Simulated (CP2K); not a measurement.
# NS (Mononitrogen monosulfide): a chain of runs

Aim: a series of 8 runs (UPBE/TZVP-MOLOPT-PBE-GTH, PBE/TZVP-MOLOPT-PBE-GTH) of NS. The setting varied is the cutoff. 

The calculation is run with CP2K 2026.2.

8 further runs of the same task are left out: 8 set aside as unsound or not needed.

### 1 The molecule

The species is NS (2 atoms), meant as a doublet with charge 0. SMILES: `[N]=S`. The coordinates come from a PBE0-D4/def2-TZVP relaxation.

Bond lengths: N1–S2 1.486 Å.

### 2 Energy and forces at UPBE/TZVP-MOLOPT-PBE-GTH (core potential) (run 1)

Contents of molecule.xyz:

```xyz
2

N      0.000000     0.000000    -0.011220
S      0.000000     0.000000     1.474400
```

Contents of qs.inp:

```
&GLOBAL
  PROJECT qs
  RUN_TYPE ENERGY_FORCE
  PRINT_LEVEL MEDIUM
&END GLOBAL

&FORCE_EVAL
  METHOD QS
  &DFT
    BASIS_SET_FILE_NAME BASIS_MOLOPT_UZH
    POTENTIAL_FILE_NAME POTENTIAL_UZH
    MULTIPLICITY 2
    LSD T
    &QS
      METHOD GPW
      EPS_DEFAULT 1.0E-10
    &END QS
    &MGRID
      CUTOFF 350
      REL_CUTOFF 50
      NGRIDS 4
    &END MGRID
    &POISSON
      PERIODIC NONE
      POISSON_SOLVER WAVELET
    &END POISSON
    &SCF
      SCF_GUESS ATOMIC
      EPS_SCF 1.0E-06
      MAX_SCF 40
      &OT
        MINIMIZER DIIS
        PRECONDITIONER FULL_ALL
      &END OT
      &OUTER_SCF
        EPS_SCF 1.0E-06
        MAX_SCF 10
      &END OUTER_SCF
    &END SCF
    &XC
      &XC_FUNCTIONAL PBE
      &END XC_FUNCTIONAL
    &END XC
    &PRINT
      &MOMENTS
        PERIODIC F
        REFERENCE COM
        MAX_MOMENT 1
      &END MOMENTS
      &MO_CUBES
        NLUMO 1
        NHOMO -1
        WRITE_CUBE F
      &END MO_CUBES
      &HIRSHFELD OFF
      &END HIRSHFELD
    &END PRINT
  &END DFT
  &SUBSYS
    &CELL
      ABC 8.5 8.5 8.5
      PERIODIC NONE
    &END CELL
    &TOPOLOGY
      COORD_FILE_NAME molecule.xyz
      COORD_FILE_FORMAT XYZ
      &CENTER_COORDINATES
      &END CENTER_COORDINATES
    &END TOPOLOGY
    &KIND N
      BASIS_SET TZVP-MOLOPT-PBE-GTH-q5
      POTENTIAL GTH-PBE-q5
    &END KIND
    &KIND S
      BASIS_SET TZVP-MOLOPT-PBE-GTH-q6
      POTENTIAL GTH-PBE-q6
    &END KIND
  &END SUBSYS
  &PRINT
    &FORCES ON
    &END FORCES
  &END PRINT
&END FORCE_EVAL
```

Command:

```
$ OMP_NUM_THREADS=2 cp2k.psmp -i qs.inp > qs.out 2>&1
```

What it wrote:

```text
CP2K| version string:                                       CP2K version 2026.2
[...]
 GLOBAL| Method name                                                        CP2K
[...]
 GLOBAL| Run type                                                   ENERGY_FORCE
[...]
 DFT| Spin unrestricted (spin-polarized) Kohn-Sham calculation               UKS
 DFT| Multiplicity                                                             2
[...]
 DFT| Charge                                                                   0
[...]
 FUNCTIONAL| PBE:
 QS| Method:                                                                 GPW
[...]
 QS| Density cutoff [a.u.]:                                                175.0
[...]
 QS| Relative density cutoff [a.u.]:                                        25.0
[...]
                             - Atoms:                                          2
[...]
                             - Spherical basis functions:                     34
[...]
 Number of electrons:                                                          6
[...]
     1 OT DIIS     0.15E+00    0.8     0.13428718       -19.3898999841 -1.94E+01
[...]
    10 OT DIIS     0.15E+00    0.6     0.00000080       -20.0637775190 -1.48E-10
  *** SCF run converged in    10 steps ***
[...]
  Overlap energy of the core charge distribution:               0.00000032832443
  Self energy of the core charge distribution:                -49.02044663788196
  Core Hamiltonian energy:                                     12.42858188871640
  Hartree energy:                                              21.17166728066707
  Exchange-correlation energy:                                 -4.64358037887215
  Total energy:                                               -20.06377751904621
[...]
 HOMO - LUMO gap [eV] :    4.526047
 ENERGY| Total FORCE_EVAL ( QS ) energy [hartree]            -20.063777519170536
[...]
```

Run time: 75 s. Hardware: 2 threads of Arm Neoverse V1, shared host; peak memory 0.54 GiB.

### 3 The singlet cation: energy and forces at PBE/TZVP-MOLOPT-PBE-GTH (core potential) (run 2)

molecule.xyz is that of step 2.

Contents of gas.inp:

```
&GLOBAL
    PROJECT_NAME gas
    RUN_TYPE ENERGY_FORCE
    PRINT_LEVEL MEDIUM
&END GLOBAL

&FORCE_EVAL
    METHOD QS
    &DFT
        BASIS_SET_FILE_NAME BASIS_MOLOPT_UZH
        POTENTIAL_FILE_NAME POTENTIAL_UZH
        CHARGE 1
        # Quickstep
        &QS
            METHOD GPW
            EPS_DEFAULT 1.0E-10
        &END QS
        # real-space grids
        &MGRID
            CUTOFF 350
            REL_CUTOFF 50
            NGRIDS 4
        &END MGRID
        &POISSON
            PERIODIC NONE
            POISSON_SOLVER WAVELET
        &END POISSON
        # SCF settings
        &SCF
            SCF_GUESS ATOMIC
            EPS_SCF 1.0E-06
            MAX_SCF 50
            &OT
                MINIMIZER DIIS
                PRECONDITIONER FULL_ALL
            &END OT
            &OUTER_SCF
                EPS_SCF 1.0E-06
                MAX_SCF 5
            &END OUTER_SCF
        &END SCF
        # exchange and correlation
        &XC
            &XC_FUNCTIONAL PBE
            &END XC_FUNCTIONAL
        &END XC
        # extra output
        &PRINT
            &MOMENTS
                PERIODIC F
                REFERENCE COM
                MAX_MOMENT 1
            &END MOMENTS
            &MO_CUBES
                NLUMO 5
                NHOMO -1
                WRITE_CUBE F
            &END MO_CUBES
            &HIRSHFELD OFF
            &END HIRSHFELD
        &END PRINT
    &END DFT
    # atoms, cell and kinds
    &SUBSYS
        &CELL
            ABC 8.5 8.5 8.5
            PERIODIC NONE
        &END CELL
        &TOPOLOGY
            COORD_FILE_NAME molecule.xyz
            COORD_FILE_FORMAT XYZ
            &CENTER_COORDINATES
            &END CENTER_COORDINATES
        &END TOPOLOGY
        &KIND N
            BASIS_SET TZVP-MOLOPT-PBE-GTH-q5
            POTENTIAL GTH-PBE-q5
        &END KIND
        &KIND S
            BASIS_SET TZVP-MOLOPT-PBE-GTH-q6
            POTENTIAL GTH-PBE-q6
        &END KIND
    &END SUBSYS
    &PRINT
        &FORCES ON
        &END FORCES
    &END PRINT
&END FORCE_EVAL
```

Command:

```
$ OMP_NUM_THREADS=2 cp2k.psmp -i gas.inp -o gas.out
```

What it wrote:

```text
CP2K| version string:                                       CP2K version 2026.2
[...]
 GLOBAL| Method name                                                        CP2K
[...]
 GLOBAL| Run type                                                   ENERGY_FORCE
[...]
 DFT| Spin restricted Kohn-Sham (RKS) calculation                            RKS
 DFT| Multiplicity                                                             1
[...]
 DFT| Charge                                                                   1
[...]
 FUNCTIONAL| PBE:
 QS| Method:                                                                 GPW
[...]
 QS| Density cutoff [a.u.]:                                                175.0
[...]
 QS| Relative density cutoff [a.u.]:                                        25.0
[...]
                             - Atoms:                                          2
[...]
                             - Spherical basis functions:                     34
[...]
 Number of electrons:                                                         10
[...]
     1 OT DIIS     0.15E+00    0.6     0.20303204       -18.8696090739 -1.89E+01
[...]
    22 OT DIIS     0.15E+00    0.4     0.00000059       -19.7305426949 -2.03E-11
  *** SCF run converged in    22 steps ***
[...]
  Overlap energy of the core charge distribution:               0.00000032832443
  Self energy of the core charge distribution:                -49.02044663788196
  Core Hamiltonian energy:                                     11.85682135461448
  Hartree energy:                                              21.70928161528273
  Exchange-correlation energy:                                 -4.27619935519576
  Total energy:                                               -19.73054269485607
[...]
 HOMO - LUMO gap [eV] :    4.777723
 ENERGY| Total FORCE_EVAL ( QS ) energy [hartree]            -19.730542694861057
[...]
```

Run time: 11 s. Hardware: 2 threads of Arm Neoverse V1, shared host; peak memory 0.44 GiB.

Run 3 isn't shown in full; the table further down has it.

### 4 The singlet cation: energy and forces at PBE/TZVP-MOLOPT-PBE-GTH (core potential) (run 4)

molecule.xyz is that of step 3.

Contents of calc.inp:

```
&GLOBAL
  PROJECT calc
  RUN_TYPE ENERGY_FORCE
  PRINT_LEVEL MEDIUM
&END
&FORCE_EVAL
  METHOD QS
  &DFT
    BASIS_SET_FILE_NAME BASIS_MOLOPT_UZH
    POTENTIAL_FILE_NAME POTENTIAL_UZH
    CHARGE 1
    MULTIPLICITY 1
    &QS
      METHOD GPW
      EPS_DEFAULT 1.0E-10
    &END
    &MGRID
      CUTOFF 450
      REL_CUTOFF 50
      NGRIDS 4
    &END
    &POISSON
      PERIODIC NONE
      POISSON_SOLVER WAVELET
    &END
    &SCF
      SCF_GUESS ATOMIC
      EPS_SCF 1.0E-06
      MAX_SCF 50
      &OT ON
        MINIMIZER DIIS
        PRECONDITIONER FULL_ALL
      &END
      &OUTER_SCF
        EPS_SCF 1.0E-06
        MAX_SCF 5
      &END
    &END
    &XC
      &XC_FUNCTIONAL PBE
      &END
    &END
    &PRINT
      &MOMENTS
        PERIODIC F
        REFERENCE COM
        MAX_MOMENT 1
      &END
      &MO_CUBES
        NLUMO 5
        NHOMO -1
        WRITE_CUBE F
      &END
      &HIRSHFELD OFF
      &END
    &END
  &END
  &SUBSYS
    &CELL
      ABC [angstrom] 8.5 8.5 8.5
      PERIODIC NONE
    &END
    &TOPOLOGY
      COORD_FILE_NAME molecule.xyz
      COORD_FILE_FORMAT XYZ
      &CENTER_COORDINATES
      &END
    &END
    &KIND N
      BASIS_SET TZVP-MOLOPT-PBE-GTH-q5
      POTENTIAL GTH-PBE-q5
    &END
    &KIND S
      BASIS_SET TZVP-MOLOPT-PBE-GTH-q6
      POTENTIAL GTH-PBE-q6
    &END
  &END
  &PRINT
    &FORCES ON
    &END
  &END
&END
```

Command:

```
$ OMP_NUM_THREADS=2 cp2k.psmp -i calc.inp > calc.out 2>&1
```

What it wrote:

```text
CP2K| version string:                                       CP2K version 2026.2
[...]
 GLOBAL| Method name                                                        CP2K
[...]
 GLOBAL| Run type                                                   ENERGY_FORCE
[...]
 DFT| Spin restricted Kohn-Sham (RKS) calculation                            RKS
 DFT| Multiplicity                                                             1
[...]
 DFT| Charge                                                                   1
[...]
 FUNCTIONAL| PBE:
 QS| Method:                                                                 GPW
[...]
 QS| Density cutoff [a.u.]:                                                225.0
[...]
 QS| Relative density cutoff [a.u.]:                                        25.0
[...]
                             - Atoms:                                          2
[...]
                             - Spherical basis functions:                     34
[...]
 Number of electrons:                                                         10
[...]
     1 OT DIIS     0.15E+00    1.2     0.20302350       -18.8696083219 -1.89E+01
[...]
    22 OT DIIS     0.15E+00    0.7     0.00000057       -19.7305385562 -2.08E-11
  *** SCF run converged in    22 steps ***
[...]
  Overlap energy of the core charge distribution:               0.00000032832443
  Self energy of the core charge distribution:                -49.02044663788196
  Core Hamiltonian energy:                                     11.85668637516260
  Hartree energy:                                              21.70940496098044
  Exchange-correlation energy:                                 -4.27618358280550
  Total energy:                                               -19.73053855621999
[...]
 HOMO - LUMO gap [eV] :    4.779343
 ENERGY| Total FORCE_EVAL ( QS ) energy [hartree]            -19.730538556225042
[...]
```

It took 20 s on 2 threads of Arm Neoverse V1, shared host; peak memory 0.73 GiB.

Runs 5 to 7 aren't shown in full; the table further down has their settings and results.

### 5 The singlet cation: energy and gradient at PBE/TZVP-MOLOPT-PBE-GTH (core potential) (run 8)

molecule.xyz is that of step 4.

Contents of molecule.inp:

```
&GLOBAL
  PROJECT_NAME molecule
  RUN_TYPE ENERGY_FORCE
  PRINT_LEVEL MEDIUM
&END GLOBAL

&FORCE_EVAL
  METHOD Quickstep
  &DFT
    BASIS_SET_FILE_NAME BASIS_MOLOPT_UZH
    POTENTIAL_FILE_NAME POTENTIAL_UZH
    CHARGE 1
    MULTIPLICITY 1
    &QS
      METHOD GPW
      EPS_DEFAULT 1.0E-10
    &END QS
    &MGRID
      CUTOFF 800
      REL_CUTOFF 50
      NGRIDS 4
    &END MGRID
    &POISSON
      PERIODIC NONE
      POISSON_SOLVER WAVELET
    &END POISSON
    &SCF
      SCF_GUESS ATOMIC
      EPS_SCF 1.0E-06
      MAX_SCF 50
      &OT ON
        MINIMIZER DIIS
        PRECONDITIONER FULL_ALL
      &END OT
      &OUTER_SCF
        EPS_SCF 1.0E-06
        MAX_SCF 5
      &END OUTER_SCF
    &END SCF
    &XC
      &XC_FUNCTIONAL PBE
      &END XC_FUNCTIONAL
    &END XC
    &PRINT
      &MOMENTS
        PERIODIC F
        REFERENCE COM
        MAX_MOMENT 1
      &END MOMENTS
      &MO_CUBES
        NLUMO 5
        NHOMO -1
        WRITE_CUBE F
      &END MO_CUBES
      &HIRSHFELD OFF
      &END HIRSHFELD
    &END PRINT
  &END DFT
  &SUBSYS
    &CELL
      ABC [angstrom] 8.5 8.5 8.5
      PERIODIC NONE
    &END CELL
    &TOPOLOGY
      COORD_FILE_NAME molecule.xyz
      COORD_FILE_FORMAT XYZ
      &CENTER_COORDINATES
      &END CENTER_COORDINATES
    &END TOPOLOGY
    &KIND N
      BASIS_SET TZVP-MOLOPT-PBE-GTH-q5
      POTENTIAL GTH-PBE-q5
    &END KIND
    &KIND S
      BASIS_SET TZVP-MOLOPT-PBE-GTH-q6
      POTENTIAL GTH-PBE-q6
    &END KIND
  &END SUBSYS
  &PRINT
    &FORCES ON
    &END FORCES
  &END PRINT
&END FORCE_EVAL
```

Command:

```
$ OMP_NUM_THREADS=2 cp2k.psmp molecule.inp > molecule.out
```

What it wrote:

```text
CP2K| version string:                                       CP2K version 2026.2
[...]
 GLOBAL| Method name                                                        CP2K
[...]
 GLOBAL| Run type                                                   ENERGY_FORCE
[...]
 DFT| Spin restricted Kohn-Sham (RKS) calculation                            RKS
 DFT| Multiplicity                                                             1
[...]
 DFT| Charge                                                                   1
[...]
 FUNCTIONAL| PBE:
 QS| Method:                                                                 GPW
[...]
 QS| Density cutoff [a.u.]:                                                400.0
[...]
 QS| Relative density cutoff [a.u.]:                                        25.0
[...]
                             - Atoms:                                          2
[...]
                             - Spherical basis functions:                     34
[...]
 Number of electrons:                                                         10
[...]
     1 OT DIIS     0.15E+00    2.9     0.20302343       -18.8696128701 -1.89E+01
[...]
    22 OT DIIS     0.15E+00    2.2     0.00000057       -19.7305491851 -2.07E-11
  *** SCF run converged in    22 steps ***
[...]
  Overlap energy of the core charge distribution:               0.00000032832443
  Self energy of the core charge distribution:                -49.02044663788196
  Core Hamiltonian energy:                                     11.85670323410347
  Hartree energy:                                              21.70938897301312
  Exchange-correlation energy:                                 -4.27619508267650
  Total energy:                                               -19.73054918511745
[...]
 HOMO - LUMO gap [eV] :    4.779944
 ENERGY| Total FORCE_EVAL ( QS ) energy [hartree]            -19.730549185122456
[...]
```

Wall time 55 s (2 threads of Arm Neoverse V1, shared host); peak memory 1.2 GiB.

### 6 The series

```csv
run,level,cutoff,iteration cap,partner,energy (Eh),HOMO energy (eV),LUMO energy (eV),largest force (eV/Å),wall time
1,UPBE/TZVP-MOLOPT-PBE-GTH (core potential),350,40,base,-20.063778,-4.87,-4.63,1.455,75 s
2,PBE/TZVP-MOLOPT-PBE-GTH (core potential),350,50,cation,-19.730543,-18.07,-13.29,2.442,11 s
3,UPBE/TZVP-MOLOPT-PBE-GTH (core potential),450,40,base,-20.063744,-4.87,-4.63,1.454,96 s
4,PBE/TZVP-MOLOPT-PBE-GTH (core potential),450,50,cation,-19.730539,-18.07,-13.29,2.370,20 s
5,UPBE/TZVP-MOLOPT-PBE-GTH (core potential),600,40,base,-20.063747,-4.87,-4.63,1.454,2.2 min
6,PBE/TZVP-MOLOPT-PBE-GTH (core potential),600,50,cation,-19.730543,-18.07,-13.29,2.374,32 s
7,UPBE/TZVP-MOLOPT-PBE-GTH (core potential),800,40,base,-20.063752,-4.87,-4.63,1.454,84 s
8,PBE/TZVP-MOLOPT-PBE-GTH (core potential),800,50,cation,-19.730549,-18.07,-13.29,2.370,55 s
```

Convergence of the total energy of doublet NS with the cutoff, against the last point:

```csv
cutoff,from the last (mEh),wall time
350 Ry,-0.026,75 s
450 Ry,+0.008,96 s
600 Ry,+0.005,2.2 min
800 Ry,+0.000,84 s
```

Convergence of the largest force on an atom of doublet NS with the cutoff, against the last point:

```csv
cutoff,from the last (eV/Å),wall time
350 Ry,+0.00140,75 s
450 Ry,+0.00048,96 s
600 Ry,+0.00032,2.2 min
800 Ry,+0.00000,84 s
```

### 7 Summary of results

| quantity | value |
| --- | --- |
| singlet cation, run 8: total energy | -19.73055 Eh |
| singlet cation, run 8: HOMO energy | -18.07 eV |
| singlet cation, run 8: LUMO energy | -13.29 eV |
| singlet cation, run 8: HOMO–LUMO gap | 4.78 eV |
| singlet cation, run 8: largest force on an atom | 2.370 eV/Å |
| vertical ionisation energy (to the singlet cation) (run 1, cutoff 350) | 9.068 eV |
| vertical ionisation energy (to the singlet cation) (run 3, cutoff 450) | 9.067 eV |
| vertical ionisation energy (to the singlet cation) (run 5, cutoff 600) | 9.067 eV |
| vertical ionisation energy (to the singlet cation) (run 7, cutoff 800) | 9.067 eV |

For the total energy of doublet NS to stay within 0.01 mEh of the last point, 450 Ry is the first point of the series from which all later ones do (96 s against 84 s). For the largest force on an atom of doublet NS to stay within 0.001 eV/Å of the last point, 450 Ry is the first point of the series from which all later ones do (96 s against 84 s). All runs together took 8.5 min, the longest 2.2 min.
